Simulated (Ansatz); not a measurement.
# F–Ga–GaH, singlet: the ladder up to RCCSDT(Q)

Geometry: a PBE0/def2-TZVP stationary point for this spin, not checked as a minimum.

```xyz
4

F     0.0000    0.5318    2.5899
Ga    0.0000   -0.2452    0.9952
Ga    0.0000    0.0811   -1.6949
H     0.0000    1.3273   -0.4184
```

Basis cc-pVDZ; Ansatz 0.2.0. Only valence electrons are correlated (noble-gas cores and the filled d shells of p-block atoms frozen), which leaves 14 electrons in 44 orbitals. R marks a restricted (for open shells ROHF) determinant. Active spaces: frontier = (8e, 8o) about the gap. No spin–orbit coupling is included, and no scalar relativity.

Full CI isn't at hand for all of this; RCCSDT(Q) serves as the reference, and is uncertain by the last step of the cluster series or more.

The UHF ⟨S²⟩ is 0.000, the T1 diagnostic (RCCSD) is 0.0188 and the largest doubles amplitude (RCCSD) is 0.069.

```json
{"level": "RHF", "E − E(RCCSDT(Q)) (kJ/mol)": "880.1", "share of correlation (%)": "0.00", "wall time": "–"}
{"level": "RMP2", "E − E(RCCSDT(Q)) (kJ/mol)": "96.5", "share of correlation (%)": "89.04", "wall time": "–"}
{"level": "RCCSD", "E − E(RCCSDT(Q)) (kJ/mol)": "25.3", "share of correlation (%)": "97.12", "wall time": "–"}
{"level": "RCCSD(T)", "E − E(RCCSDT(Q)) (kJ/mol)": "5.1", "share of correlation (%)": "99.42", "wall time": "2.4 s"}
{"level": "BCCD(T)", "E − E(RCCSDT(Q)) (kJ/mol)": "4.4", "share of correlation (%)": "99.50", "wall time": "2.7 s"}
{"level": "RCCSDT", "E − E(RCCSDT(Q)) (kJ/mol)": "2.3", "share of correlation (%)": "99.74", "wall time": "–"}
{"level": "CASSCF (frontier space)", "E − E(RCCSDT(Q)) (kJ/mol)": "521.2", "share of correlation (%)": "40.78", "wall time": "–"}
{"level": "MRCISD (frontier space)", "E − E(RCCSDT(Q)) (kJ/mol)": "53.8", "share of correlation (%)": "93.88", "wall time": "–"}
{"level": "MRCISD+Q (frontier space)", "E − E(RCCSDT(Q)) (kJ/mol)": "5.0", "share of correlation (%)": "99.43", "wall time": "87 s"}
```

The correlation energy at RCCSDT(Q), counted from RHF, is -9.122 eV. That run took 21 s on 1 thread of Arm Neoverse V1, shared host.

Times hold each run's SCF and search for its determinant on a shared host, so for small cases they say little of a method's own cost; they ran on 1 thread of Arm Neoverse V1.

Atomization energy (electronic, same basis, no zero-point term; atoms at the same level, unrestricted beside the R rows where the molecule is a closed shell, but restricted open-shell past Ca, as are all atoms' steps beyond CCSDT(Q)) at RCCSDT(Q): 816.5 kJ/mol. Errors of other levels:

| level | error (kJ/mol) |
| --- | --- |
| RHF | -232.6 |
| RMP2 | 15.6 |
| RCCSD | -18.1 |
| RCCSD(T) | -3.2 |
| BCCD(T) | -2.5 |
| RCCSDT | -2.0 |

This basis is far from its limit, so the value isn't to be set against a measured one.
